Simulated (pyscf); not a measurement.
PySCF, gas phase, ωB97X-D3(BJ)/def2-SVP geometries. MP2 and CC: frozen core, UHF for open shells. ΔMP2 is the change of the MP2 total energy from the triple- to the quadruple-zeta basis.

HB=O (SMILES B=O) + CH₄ (SMILES C) → H₃C–BH–OH (SMILES CBO)
Surface: singlet. Broken: C–H. Formed: B–C, H–O. Give ΔE‡ and ΔE from CCSD(T)/def2-TZVPP + ΔMP2(QZVPP), relative to the separated reactants.

ΔE‡ = 52.8 kcal/mol, ΔE = -10.7 kcal/mol. Zero-point energy shifts the barrier by -0.5 kcal/mol. It is an addition across a multiple bond or ene-type step, with an imaginary mode of 1665i cm⁻¹. At the saddle there is also a short B–H contact that neither side keeps. One saddle was located; it need not be the lowest between these sides. The CCSD(T) − MP2 part came from Ansatz, without density fitting, on the same reference.
